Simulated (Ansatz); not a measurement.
SiF2 (SMILES F[Si]F): the vertical energy of the triplet above the singlet from total energies

SiF2 has 3 atoms, charge 0, and is taken as a singlet. SMILES: `F[Si]F`. The shape is that of a GFN2-xTB optimisation.

```xyz
3

Si    0.0042   -0.0077   -0.7448
F     1.1659   -0.0173    0.3806
F    -1.1702    0.0250    0.3642
```

Both states at this one shape; open shells run unrestricted unless said. 1 Eh = 27.2114 eV.

```
                                  level  program  singlet SiF2 (Eh)  triplet SiF2 (Eh)
                           HSE06/STO-3G   Ansatz        -482.638780        -482.504916
    CCSD/STO-3G, 7 core orbitals frozen   Ansatz        -481.768601        -481.640416
CCSDT(Q)/STO-3G, 7 core orbitals frozen   Ansatz        -481.779116        -481.646372
   CCSDT/STO-3G, 7 core orbitals frozen   Ansatz        -481.778158        -481.646139
```

**Question.** Work out the vertical gap, second state less first, at each level.

**Answer.** 
1. HSE06/STO-3G: -482.504916 − (-482.638780) = 0.133864 Eh = 3.64 eV.
2. CCSD/STO-3G: -481.640416 − (-481.768601) = 0.128185 Eh = 3.49 eV.
3. CCSDT(Q)/STO-3G: -481.646372 − (-481.779116) = 0.132744 Eh = 3.61 eV.
4. CCSDT/STO-3G: -481.646139 − (-481.778158) = 0.132019 Eh = 3.59 eV.

No measured value is set beside it here; the levels span 3.49 to 3.64 eV. Minimal sets are far from the basis-set limit.
